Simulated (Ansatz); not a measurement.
hcp Ti was calculated with LDA (Ansatz, a program for electronic structure, plane waves, PAW).

Settings: plane-wave cutoff 520 eV, 18×18×8 k mesh (along the axes of the cell as run), Fermi–Dirac smearing 0.1 eV, perturbation theory, no spin polarisation, scalar-relativistic PAW data made under PBE.

The cell has the measured lattice parameters. Conventional cell: a = 2.9505 Å, b = 2.9505 Å, c = 4.6833 Å, α = 90.00°, β = 90.00°, γ = 120.00°.

```
CELL_PARAMETERS angstrom
      2.95050     0.00000     0.00000
     -1.47525     2.55521     0.00000
      0.00000     0.00000     4.68330
ATOMIC_POSITIONS crystal
  Ti 0.66667 0.33333 0.75000
  Ti 0.33333 0.66667 0.25000
```

Harmonic phonon frequencies (cm⁻¹; i marks an imaginary mode):

```tsv
q point	frequencies
Γ	0 0 0 112 112 150
M	92 96 186 196 207 211
K	…
A	…
```

Question: What belongs in the gaps?

Answer: 
- K, frequencies: 152 152 166 166 197 250
- A, frequencies: 82 82 82 82 165 165

No imaginary mode appears at these points.

Note: the cell isn't this level's own, so it is under some stress, which shifts stiffness and frequencies.
